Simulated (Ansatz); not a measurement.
A calculation with Ansatz (development build ahead of 0.2.0).

```yaml
crystal:
  periodic: [false, false, false]
  atoms:
    - { symbol: H, position_ang: [-0.03971, 0.02048, 1.50535] }
    - { symbol: C, position_ang: [0.03609, -0.02119, 0.38876] }
    - { symbol: C, position_ang: [1.45867, -0.04077, -0.08872] }
    - { symbol: C, position_ang: [-0.75001, 1.31531, -0.0527] }
    - { symbol: C, position_ang: [-0.7825, -1.28048, -0.11461] }
    - { symbol: H, position_ang: [1.50142, -0.02031, -1.14115] }
    - { symbol: H, position_ang: [1.96302, 0.84512, 0.23295] }
    - { symbol: H, position_ang: [1.99015, -0.9205, 0.2195] }
    - { symbol: H, position_ang: [-0.71748, 1.29245, -1.14565] }
    - { symbol: H, position_ang: [-1.77922, 1.32171, 0.25826] }
    - { symbol: H, position_ang: [-0.24516, 2.20116, 0.32382] }
    - { symbol: H, position_ang: [-0.73647, -1.31362, -1.15258] }
    - { symbol: H, position_ang: [-0.24501, -2.15259, 0.21889] }
    - { symbol: H, position_ang: [-1.80021, -1.3396, 0.25267] }
basis:
  gaussian: { orbitals: STO-3G }
hamiltonian:
  xc: hf
correlation:
  method: mp2
  frozen_orbitals: { C: 1, H: 0 }
```

The input is written out in the form of the current development build from the run's settings.

Output:

```yaml
Converged: yes
Reference_energy: -155.45111 hartree
Correlation_energy: -0.20838 hartree
Total_energy: -155.65948 hartree
Spin_squared_of_the_determinant: 0.000
```
